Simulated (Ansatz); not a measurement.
Geometry optimisation, UKS PBE/def2-SVP (Ansatz).

input.yaml

```yaml
crystal:
  periodic: [false, false, false]
  atoms:
    - { symbol: C, position_ang: [0.22781, -2.40043, 0.89762] }
    - { symbol: C, position_ang: [0.35999, -1.32773, 0.25857] }
    - { symbol: "N", position_ang: [0.35234, -0.17811, -0.26965] }
    - { symbol: C, position_ang: [-0.16798, 0.9607, -0.28142] }
    - { symbol: H, position_ang: [-0.96691, 1.16869, 0.41587] }
    - { symbol: H, position_ang: [0.14197, 1.75343, -0.95736] }
magnetization:
  spin_polarized: true
  initial_magnetization: 1
basis:
  gaussian: { orbitals: def2-SVP }
hamiltonian:
  xc: pbe
relax:
  f_tol: 0.015
  max_steps: 40
```

Launched with:

```bash
$ ansatz run input.yaml --threads 1 --pin off --max-ram 2048MiB --backend cpu --events-out ev --progress --plain --runs-dir out
```

Task: Where does it end, and by what steps?

Result: The forces met the threshold. After 7 steps the energy has fallen by 0.241 eV; C1 moved furthest, 0.46 Å.

```csv
step,energy less start (eV),largest force component (eV/Å),accepted
0,0.0000,3.193,yes
1,-0.1480,0.970,yes
2,-0.1729,0.202,yes
3,-0.2227,0.484,yes
4,-0.2365,0.495,yes
5,-0.2395,0.137,yes
6,-0.2412,0.037,yes
7,-0.2413,0.004,yes
```

```xyz
6
Properties=species:S:1:pos:R:3
C 0.561 -2.615 0.663
C 0.292 -1.364 0.347
N 0.042 -0.183 0.044
C -0.235 1.024 -0.245
H -1.035 1.563 0.299
H 0.323 1.552 -1.044
```

Run time: 20 s on 1 thread of Arm Neoverse V1, with other jobs on the host, peak memory 0.13 GiB.
